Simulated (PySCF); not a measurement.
All values below come from TPSSh-D3(BJ)/def2-TZVP // PBE0-D3(BJ)/def2-TZVP (PySCF). All species are isolated molecules in the gas phase. 

Reference species (SMILES): `[SiH4]` (neutral, multiplicity 1).

The HOMO comes out as -9.29 eV. The HOMO–LUMO gap comes out as 10.07 eV.

Changed species: `C`.

**Question.** What does the change do to the HOMO and HOMO–LUMO gap?

**Answer.** the HOMO drops by 0.95 eV, to -10.24 eV; the HOMO–LUMO gap rises by 1.61 eV, to 11.68 eV.
